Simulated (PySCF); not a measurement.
# Dipole moment and polarisability of `CS/C=C/F`

Species: C₃H₅FS.
Cartesian coordinates in Å at the PBE0-D3(BJ)/def2-SVP level; atoms count from 1:
```xyz
10
C3H5FS angstrom
C     -1.930    0.017   -0.109
S     -0.471   -0.918   -0.609
C      0.786    0.188   -0.085
C      2.091   -0.047   -0.221
F      2.999    0.836    0.193
H     -2.798   -0.589   -0.402
H     -1.984    0.985   -0.629
H     -1.956    0.169    0.979
H      0.469    1.127    0.380
H      2.533   -0.943   -0.666
```

Level: CAM-B3LYP/def2-SVPD (PySCF), static field, nuclei fixed, core orbitals frozen in the response. The polarisability tensor in these axes (au):

```
x   84.83  2.26  0.36
y    2.26 52.19  4.08
z    0.36  4.08 45.86
```

**Question.** Give the principal values, the mean and the anisotropy Δα = √{½[(α1 − α2)² + (α2 − α3)² + (α1 − α3)²]}.

**Answer.** Principal values 43.85, 54.04 and 85.00 au; mean 60.96 au = 9.03 Å³ = 10.05 × 10⁻⁴⁰ C²·m²/J; Δα = 37.12 au (61 % of the mean).

**Question.** What is the dipole moment, and where does it point?

**Answer.** (-1.92, 0.24, 0.17) D, 1.94 D in size, pointing from the negative to the positive side. Measured along this direction, the outermost atoms are F5 at the negative end and H6 at the positive end.

**Question.** What molar refraction does this α imply?

**Answer.** Lorentz–Lorenz: R = (4π/3)N_A α = 2.5225 cm³/(mol·Å³) × 9.03 Å³ = 22.8 cm³/mol, in the limit of long wavelengths.

**Question.** Form Σ f/ω² (atomic units) for the 10 lowest TDDFT singlets, given as eV and f, and set it beside the mean polarisability, which is this sum over all singlets: 5.12, 0.0003; 5.62, 0.2345; 5.86, 0.0088; 6.08, 0.0018; 6.33, 0.0050; 6.91, 0.0267; 7.25, 0.0008; 7.47, 0.0005; 7.62, 0.0324; 8.27, 0.0085.

**Answer.** They add up to 6.77 au, 11.1 % of the 60.96 au; the largest single term is 5.50 au, from the state at 5.62 eV. Terms in order: 0.01, 5.50, 0.19, 0.04, 0.09, 0.41, 0.01, 0.01, 0.41, 0.09 au. Higher excitations give the rest. The strengths listed sum to 0.319.

**Question.** Directions of the eigenvectors, and the extent of the frame along each?

**Answer.** Largest value along (1.00, 0.07, 0.02), where the nuclei span 5.89 Å; middle along (-0.07, 0.89, 0.44), 2.46 Å; least along (0.02, -0.44, 0.90), 1.80 Å. The response follows the extents in order.

Geometry: PBE0-D3(BJ)/def2-SVP, one conformer, isolated molecule.
